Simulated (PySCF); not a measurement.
## Adding and removing an electron: BF

RHF-CCSD; basis B def2-TZVPPD, F def2-TZVPPD; no relativity; PySCF 2.14. Neutral (RHF): singlet (closed shell), Re = 1.271 Å, ωe = 1405 cm⁻¹, De = 7.53 eV.

BF⁺ (UHF): doublet (σ ↑), Re = 1.215 Å, ωe = 1712 cm⁻¹, De = 4.69 eV to B⁺ + F. The energies at the minima are -124.49643 hartree for BF and -124.09191 for BF⁺.

Work out the adiabatic ionisation energy, without and with harmonic zero-point energies (1 hartree = 27.2114 eV, 1 eV = 8065.5 cm⁻¹), and the change of the bond length.

At CCSD: 0.40452 hartree = 11.008 eV between the minima; the zero-point term (1712.0 − 1405.0)/2 cm⁻¹ = +0.019 eV makes it 11.027 eV. Re changes by -5.6 pm against the neutral. The electron leaves a σ orbital, and the shorter bond of the ion fits an antibonding orbital, or a change in how ionic the bond is.

Correlated steps freeze 2 core orbitals. For an ion De counts to the pair picked by the measured ionisation energies or electron affinities, which need not be the lowest pair at this level. Where the molecule has an RHF reference, its open-shell atoms are computed with UHF. States were picked by a PBE0 search and need not be the measured ground states.

Neutral and ion stand on different kinds of reference determinant, which adds to the error of the difference.
